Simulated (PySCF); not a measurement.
## Worked example: the step energy

An elementary step of BH$_{5}$S, singlet (BH₃ + H₂S → BH₃S ([BH2][SH]) + H₂; B–H, H–S broken or loosened, B–S, H–H formed or tightened). “Start” and “end” are the PBE0-D4/def2-TZVP structures reached by relaxing down either side of its saddle point, with the molecules still in contact.

Program: PySCF 2.14 with density fitting (its default auxiliary sets; JK sets also for MP2 and CCSD(T)). Basis: def2-TZVPP and def2-QZVPP. Cores are frozen in the correlated methods.

Energies in eV:

| quantity | end | start |
| --- | --- | --- |
| Hartree–Fock, triple zeta (X = 3) | -11568.33731 | -11567.82853 |
| Hartree–Fock, quadruple zeta (X = 4) | -11568.69408 | -11568.18599 |
| MP2 correlation, X = 3 | -8.63598 | -8.88265 |
| MP2 correlation, X = 4 | -9.23707 | -9.47830 |
| CCSD(T) correlation, X = 3 | -10.16869 | -10.41660 |

(1) Work out the step energy at the basis limit: extrapolate Hartree–Fock as E(X) = E∞ + A exp(−7.88 √X) and the MP2 correlation as E(X) = E∞ + B X^−2.97 (the exponents that Neese and Valeev fitted for def2-TZVPP and QZVPP), then add CCSD(T) − MP2 in triple zeta.

No T1 diagnostic of these runs exceeds 0.015.

Answers

(1) Each step is linear, so take the differences first (end − start): Hartree–Fock -0.50878 (X = 3) and -0.50809 (X = 4); MP2 correlation 0.24667 and 0.24123; CCSD(T) correlation 0.24791.
Two points give E∞ = E(4) + w [E(4) − E(3)], with w = 1/(exp(7.88 (2 − √3)) − 1) = 0.1377 for Hartree–Fock and w = 1/((4/3)^2.97 − 1) = 0.7407 for the correlation.
Hartree–Fock: -0.50809 + 0.1377 × 0.00069 = -0.5080 eV.
MP2 correlation: 0.24123 + 0.7407 × (-0.00544) = 0.2372 eV.
CCSD(T) − MP2: 0.24791 − 0.24667 = 0.0012 eV.
Sum: -0.5080 + 0.2372 + 0.0012 = -0.2696 eV, or -6.22 kcal/mol. Plain CCSD(T) in triple zeta gives -0.2609 eV, so the larger basis shifts the result by -0.0087 eV.

Labels in which every atom is bracketed show which atoms are joined, not bond orders.

For scale, one of the runs: CCSD(T)/def2-TZVPP, 143 basis functions, launched by `OMP_NUM_THREADS=4 python run.py`. Time: 36 s of wall clock on 4 CPU threads of an AMD EPYC 7B13; the host was shared. Peak host memory: 0.7 GiB.
